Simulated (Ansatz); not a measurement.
A made-up structure of Si2H5S (charge -1), singlet:

```xyz
8
angstrom
Si -0.6115 0.7609 -0.2550
Si 0.5880 -0.1397 1.2097
S 0.6746 -1.7415 -0.3900
H -2.1360 0.2294 -0.2709
H -0.1946 0.7887 -1.8204
H -0.5570 2.0494 0.2660
H 1.9802 0.6084 0.7307
H 0.2564 -2.5556 0.5299
```

It is relaxed with PBE-D4/def2-SVPD and then PBE0-D4/def2-TZVPD (Ansatz 0.2.0). Atoms count as bonded within 1.22 times the sum of their covalent radii (H–H: 0.88 Å). The end point is not checked to be a true minimum.

Problem. Does its bonding change? (Judge from chemistry; the calculation decides.)

Solution. Computed: No: no bond forms or breaks.

Where it ends: The first stage lowers the energy by 1.46 eV in 8 steps. It ends as Si₂H₅S ([SiH3][SiH][SH]), total charge -1:
Si1  (-0.701, 0.970, -0.304)
Si2  (0.637, -0.312, 1.167)
S3  (0.855, -2.070, -0.244)
H4  (-2.144, 0.540, -0.340)
H5  (-0.339, 1.056, -1.767)
H6  (-0.783, 2.419, 0.115)
H7  (1.908, 0.416, 0.714)
H8  (0.566, -3.020, 0.658)
(Å)

Labels in which every atom is bracketed show which atoms are joined, not bond orders.

For scale, one of the runs: PBE0-D4/def2-TZVPD relaxation, 177 basis functions, launched by `ansatz run in.yaml --threads 2 --pin off --events-out ev --progress --plain --max-ram 4352MiB`. Hardware: 2 CPU threads of an Arm Neoverse V2, shared host. Wall time about 41 s.
